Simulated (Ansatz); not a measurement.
in.yaml

```yaml
crystal:
  periodic: [false, false, false]
  atoms:
    - {symbol: Si, position_ang: [0.000000, 0.000000, 0.000000]}
    - {symbol: O, position_ang: [0.000000, 0.000000, 1.560700]}
basis:
  gaussian: {orbitals: aug-cc-pVDZ}
correlation: {active_space: {window: {electrons: 3, orbitals: 2}}}
```

```sh
$ ansatz run in.yaml --threads 1 --pin off --events-out ev --progress --plain --max-ram 2393MiB
```

Problem. What does the program do with this input?

Solution. Stopped by an error. The input was made wrong on purpose (impossible active window), so the run isn't a sound calculation of what was asked.
```
499 factors; integrals over basis functions are off by at most 1.1e-3 eV
mean field evaluation 1: about -9894.1848 eV, gradient 4.9e1 eV
mean field evaluation 2: about -9894.1856 eV, gradient 4.9e1 eV
mean field evaluation 4: about -9899.4479 eV, gradient 2.8e0 eV
mean field evaluation 8: about -9899.4879 eV, gradient 1.2e-1 eV
mean field -9899.48794609 eV, -363.7994719049 hartree, gradient 2.3e-6 eV, S^2 0.000000; 0 other end points of the search recorded, 0 dependent functions left out
reference -9899.48794609 eV, -363.7994719049 hartree; 11, 11 occupied and 39, 39 virtual orbitals, 499 factors
Error: 3 electrons in 2 orbitals form no window around the highest filled level of the reference
```
